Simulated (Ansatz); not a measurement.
# A relaxation, step by step

AlNH6O, closed shell, PBE0-D4/def2-TZVP (Ansatz 0.2.0). Settings:

```yaml
hamiltonian: {xc: pbe0, dispersion: d4}
relax: {f_tol: 0.005, max_steps: 200}
```

Start, a step off a saddle point along its unstable mode:

```tsv
atom	x (Å)	y (Å)	z (Å)
Al1	-0.3384	-0.6736	0.6236
N2	-0.5411	1.0674	0.0919
H3	-1.4911	-1.7102	0.2891
H4	0.7430	-0.8700	1.7846
H5	0.6058	0.2018	-1.0038
O6	0.8075	-0.5567	-1.0986
H7	-0.1493	1.8124	0.6419
H8	-1.3993	1.3850	-0.3322
H9	1.7629	-0.6562	-0.9965
```

| step | energy less the last (meV) | largest force component (eV/Å) |
| --- | --- | --- |
| 1 | 1543.5 | 17.431 |
| 2 | 43.7 | 1.047 |
| 3 | 15.8 | 0.359 |
| 4 | 4.2 | 0.183 |
| 5 | 0.8 | 0.088 |
| 6 (rejected trial) | 0.8 | 0.062 |
| 7 | 0.2 | 0.036 |
| 8 | 0.2 | 0.021 |
| 9 | 0.0 | 0.012 |
| 10 | 0.0 | 0.011 |
| 11 | 0.0 | 0.006 |
| 12 (rejected trial) | 0.0 | 0.005 |
| 13 | 0.0 | 0.002 |

Step 3, positions (Å) and forces (eV/Å):

| atom | x | y | z | Fx | Fy | Fz |
| --- | --- | --- | --- | --- | --- | --- |
| Al1 | -0.327 | -0.644 | 0.604 | 0.254 | 0.062 | -0.359 |
| N2 | -0.599 | 1.107 | 0.125 | -0.063 | 0.144 | 0.074 |
| H3 | -1.484 | -1.682 | 0.284 | -0.013 | 0.007 | 0.028 |
| H4 | 0.766 | -0.872 | 1.743 | -0.018 | -0.014 | 0.027 |
| H5 | 0.671 | 0.298 | -1.169 | 0.083 | -0.321 | 0.155 |
| O6 | 0.870 | -0.674 | -1.084 | -0.216 | 0.102 | 0.090 |
| H7 | -0.223 | 1.855 | 0.694 | -0.059 | -0.053 | -0.044 |
| H8 | -1.487 | 1.412 | -0.249 | 0.002 | 0.014 | 0.036 |
| H9 | 1.813 | -0.801 | -0.949 | 0.030 | 0.059 | -0.007 |

Step 8, positions (Å) and forces (eV/Å):

```csv
atom,x,y,z,Fx,Fy,Fz
Al1,-0.302,-0.637,0.568,0.010,0.011,0.006
N2,-0.603,1.122,0.126,-0.021,-0.002,-0.015
H3,-1.477,-1.664,0.275,0.000,0.002,0.000
H4,0.778,-0.872,1.721,0.003,-0.006,0.004
H5,0.681,0.279,-1.155,0.000,-0.002,-0.004
O6,0.864,-0.690,-1.072,0.003,0.004,-0.003
H7,-0.244,1.871,0.700,0.007,-0.013,0.008
H8,-1.504,1.409,-0.230,0.000,0.008,-0.002
H9,1.808,-0.817,-0.932,-0.003,-0.002,0.004
```

Step 10, positions (Å) and forces (eV/Å):

```
atom       x       y       z      Fx      Fy      Fz
 Al1  -0.302  -0.635   0.567  -0.006   0.011   0.000
  N2  -0.608   1.122   0.125   0.004  -0.003   0.002
  H3  -1.475  -1.666   0.275   0.000  -0.001  -0.001
  H4   0.777  -0.869   1.720   0.003  -0.002   0.000
  H5   0.685   0.276  -1.163  -0.002  -0.001   0.000
  O6   0.866  -0.692  -1.073   0.002   0.002   0.001
  H7  -0.243   1.866   0.703  -0.002  -0.005  -0.003
  H8  -1.509   1.417  -0.226   0.002  -0.002   0.001
  H9   1.809  -0.819  -0.928  -0.002   0.000   0.001
```

Last step (13):

```csv
atom,x (Å),y (Å),z (Å)
Al1,-0.3027,-0.6349,0.5668
N2,-0.6079,1.1223,0.1246
H3,-1.4752,-1.6654,0.2750
H4,0.7783,-0.8700,1.7188
H5,0.6837,0.2759,-1.1626
O6,0.8654,-0.6917,-1.0725
H7,-0.2419,1.8655,0.7025
H8,-1.5084,1.4162,-0.2261
H9,1.8086,-0.8179,-0.9263
```

The run took about 33 s on 2 CPU threads of an Arm Neoverse V2 (shared host).
